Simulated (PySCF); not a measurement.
C3H4F2.
Geometry (PBE0-D3(BJ)/def2-SVP, Å), atoms numbered from 1 in this order:
```
atom  x, y, z in Å
F1     0.0498   -1.9132    0.3671
C2    -0.0868   -0.7664   -0.3381
C3     0.8007    0.3928   -0.0085
C4    -0.6552    0.4188    0.3437
F5    -1.4803    1.2308   -0.3565
H6    -0.3586   -0.9333   -1.3860
H7     1.5099    0.2783    0.8154
H8     1.1368    1.0149   -0.8421
H9    -0.9380    0.3179    1.3971
```

The closed-shell ground state was solved at several levels (PySCF, density fitting, gas phase, non-relativistic).

```json
{"level": "mPW1PW91/pcSseg-2", "basis functions": "236", "HOMO (eV)": "-8.34", "LUMO (eV)": "0.71", "gap (eV)": "9.05", "dipole (D)": "1.15"}
{"level": "PBE0/6-31G", "basis functions": "53", "HOMO (eV)": "-8.15", "LUMO (eV)": "1.91", "gap (eV)": "10.06", "dipole (D)": "1.23"}
{"level": "PBE/pcJ-1", "basis functions": "175", "HOMO (eV)": "-6.64", "LUMO (eV)": "0.28", "gap (eV)": "6.92", "dipole (D)": "1.01"}
{"level": "PBE0/aug-cc-pVDZ", "basis functions": "151", "HOMO (eV)": "-8.28", "LUMO (eV)": "0.15", "gap (eV)": "8.43", "dipole (D)": "1.16"}
{"level": "PBE/pcSseg-2", "basis functions": "236", "HOMO (eV)": "-6.76", "LUMO (eV)": "-0.11", "gap (eV)": "6.65", "dipole (D)": "1.08"}
{"level": "PBE0/6-311+G(2d,p)", "basis functions": "159", "HOMO (eV)": "-8.33", "LUMO (eV)": "0.50", "gap (eV)": "8.83", "dipole (D)": "1.19"}
{"level": "B97-2/pcJ-1", "basis functions": "175", "HOMO (eV)": "-7.97", "LUMO (eV)": "1.23", "gap (eV)": "9.20", "dipole (D)": "1.11"}
{"level": "BLYP/pcSseg-2", "basis functions": "236", "HOMO (eV)": "-6.69", "LUMO (eV)": "-0.07", "gap (eV)": "6.62", "dipole (D)": "1.09"}
{"level": "HF/pcSseg-2", "basis functions": "236", "HOMO (eV)": "-11.92", "LUMO (eV)": "3.00", "gap (eV)": "14.92", "dipole (D)": "1.26"}
{"level": "PBE0/def2-TZVP", "basis functions": "179", "HOMO (eV)": "-8.25", "LUMO (eV)": "1.14", "gap (eV)": "9.39", "dipole (D)": "1.11"}
{"level": "B3LYP/cc-pVTZ", "basis functions": "206", "HOMO (eV)": "-7.98", "LUMO (eV)": "0.88", "gap (eV)": "8.86", "dipole (D)": "1.07"}
{"level": "B3LYP/pcJ-0", "basis functions": "77", "HOMO (eV)": "-8.04", "LUMO (eV)": "1.56", "gap (eV)": "9.60", "dipole (D)": "1.15"}
{"level": "PBE0/6-31G*", "basis functions": "78", "HOMO (eV)": "-7.86", "LUMO (eV)": "2.02", "gap (eV)": "9.88", "dipole (D)": "0.99"}
```

(1) Estimate the row for PBE0/def2-SVP, a basis of 90 functions; the other rows only guide the guess.

(2) Over all these levels, which gives the widest orbital gap and which the narrowest?

(3) How much does the basis alone move the frontier levels among the 6 PBE0 rows (the withheld one included)?

(4) In the pcSseg-2 basis, how does the gap go with the fixed share of exact exchange?

(5) How far do the dipole and the HOMO energy spread over the levels?

Results:

(1) HOMO -8.14 eV, LUMO 1.53 eV, gap 9.67 eV, dipole 1.03 D.

(2) HF/pcSseg-2 (Hartree–Fock, all exact exchange) has the widest, 14.92 eV, and BLYP/pcSseg-2 (GGA) the narrowest, 6.62 eV. The two share the basis. From the narrowest to the widest the HOMO moves by -5.23 eV and the LUMO by +3.07 eV. The HOMO need not be the same orbital at Hartree–Fock and at DFT levels.

(3) The HOMO by 0.47 eV and the LUMO by 1.87 eV. By rising basis size (HOMO, LUMO in eV): 6-31G -8.15, 1.91; 6-31G* -7.86, 2.02; def2-SVP -8.14, 1.53; aug-cc-pVDZ -8.28, 0.15; 6-311+G(2d,p) -8.33, 0.50; def2-TZVP -8.25, 1.14.

(4) BLYP (0 %) 6.62 eV; PBE (0 %) 6.65 eV; mPW1PW91 (25 %) 9.05 eV; HF (100 %) 14.92 eV. Each rise in the share widens the gap here.

(5) The dipole runs from 0.99 to 1.26 D (mean 1.12 D) and the HOMO from -11.92 to -6.64 eV.
